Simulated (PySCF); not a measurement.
propane (C₃H₈), SMILES CCC.

Coordinates come from a ωB97X-D3(BJ)/def2-SVP optimisation.

Two levels are set side by side: PBE/def2-TZVPD (PySCF) and M06-2X/def2-TZVPD (PySCF). Same geometry, gas phase. Differences are taken from unrounded values.

```json
[
 {"quantity": "orbital gap (eV)", "M06-2X": "11.06"},
 {"quantity": "highest occupied level (eV)", "M06-2X": "-10.44"},
 {"quantity": "lowest empty level (eV)", "M06-2X": "0.62"},
 {"quantity": "dipole moment (D)", "M06-2X": "0.09"},
 {"quantity": "mean polarisability (bohr³)", "M06-2X": "40.7"}
]
```

Q: What does PBE give, and how far is it from M06-2X? (Estimate from the structure and the level; the computed values follow.)

A: 
```tsv
quantity	PBE	PBE minus M06-2X
orbital gap (eV)	7.55	-3.50
highest occupied level (eV)	-7.70	2.74
lowest empty level (eV)	-0.15	-0.76
dipole moment (D)	0.10	0.01
mean polarisability (bohr³)	43.0	2.3
```

Without exact exchange PBE keeps part of each electron's self-repulsion, which lifts occupied levels and narrows the gap. PBE's more diffuse valence density responds more strongly to a field. Differences between two approximate levels are no errors against the true value.

Rough cost on one machine, each run with all the roots and properties that it gave: M06-2X against PBE about 3 times.
